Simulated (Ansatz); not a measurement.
**BN₂H₄ radical: small, medium and large basis sets**

Aim: see how fast density functionals and correlated methods converge with the basis set for BN₂H₄ radical.

Computed with Ansatz 0.2.0, Gaussian basis. Level: one geometry, several basis sets.

The runs, in order: PBE0-D4/def2-SVP; ωB97M-V/def2-SVP; PBE0-D4/def2-QZVPP; ωB97M-V/def2-QZVPP; CCSD(T)/cc-pV(D+d)Z; CCSD(T)/cc-pV(T+d)Z; CCSD(T)/cc-pV(Q+d)Z; the functionals' def2-TZVPP values are taken from earlier runs.

## 1. Structure used throughout

An earlier PBE0-D4 in a triple-zeta def2 set relaxation fixed the geometry.

SMILES `N[B]N`, 7 atoms, charge 0, spin multiplicity 2.

Atoms are counted from 1 here; the program's logs count them from 0.

Bond lengths: N1–B2 1.398 Å, N1–H4 1.003 Å, N1–H5 1.010 Å, B2–N3 1.398 Å, N3–H6 1.010 Å, N3–H7 1.003 Å. Angles: B2–N1–H4 122.3°, B2–N1–H5 124.1°, H4–N1–H5 113.5°, N1–B2–N3 127.6°, B2–N3–H6 124.1°, B2–N3–H7 122.3°, H6–N3–H7 113.5°.

## 2. PBE0-D4 in def2-SVP

Contents of in.yaml:

```yaml
crystal:
  periodic: [false, false, false]
  atoms:
    - {symbol: N, position_ang: [-1.022139, 0.109663, -0.711931]}
    - {symbol: B, position_ang: [-0.010786, -0.662381, -0.133788]}
    - {symbol: N, position_ang: [1.036776, -0.223502, 0.680544]}
    - {symbol: H, position_ang: [-1.739723, -0.289904, -1.287072]}
    - {symbol: H, position_ang: [-1.107228, 1.109304, -0.598079]}
    - {symbol: H, position_ang: [1.180608, 0.739071, 0.949334]}
    - {symbol: H, position_ang: [1.723793, -0.850351, 1.055293]}
basis:
  gaussian: {orbitals: def2-SVP}
magnetization: {spin_polarized: true, initial_magnetization: 1}
hamiltonian: {xc: pbe0, dispersion: d4}
output: {orbitals: {seedname: orbitals}}
```

The run is started by

```bash
> ansatz run in.yaml --threads 2 --pin off --events-out ev --progress --plain --max-ram 32768MiB --backend cpu
```

Further steps of the session: ωB97M-V in def2-SVP; PBE0-D4 in def2-QZVPP; ωB97M-V in def2-QZVPP; CCSD(T) in cc-pV(D+d)Z; CCSD(T) in cc-pV(T+d)Z; CCSD(T) in cc-pV(Q+d)Z.

**Question.** What will the summary of the whole plan be? Wanted: MP2 correlation recovered, cc-pV(D+d)Z; MP2 correlation recovered, cc-pV(T+d)Z; MP2 correlation recovered, cc-pV(Q+d)Z; CCSD(T) limit from def2 sets; PBE0-D4: double and triple zeta above quadruple; ωB97M-V: double and triple zeta above quadruple.

The runs gave:

| quantity | value |
| --- | --- |
| MP2 correlation recovered, cc-pV(D+d)Z | 71.4 % |
| MP2 correlation recovered, cc-pV(T+d)Z | 89.2 % |
| MP2 correlation recovered, cc-pV(Q+d)Z | 95.5 % |
| CCSD(T) limit from def2 sets (earlier runs) less the limit of this series | -11 meV |
| PBE0-D4: double and triple zeta above quadruple | 4.59, 0.24 eV |
| ωB97M-V: double and triple zeta above quadruple | 4.76, 0.22 eV |

What this shows: For PBE0-D4 the step from double to triple zeta gains 4.36 eV and the next only 0.24 eV. In cc-pV(D+d)Z MP2 holds 71 % of its limit, in cc-pV(Q+d)Z 96 %, while Hartree-Fock is within 0.089 eV in the largest set. A limit from the def2 sets, made apart, differs by 11 meV, a least measure of the doubt on such a limit. Total energies overstate the basis error of differences, where much of it tends to cancel. The LUMO of ωB97M-V is positive and keeps falling with the basis (1.39 to 0.72 eV): an unbound level that the basis holds in place.
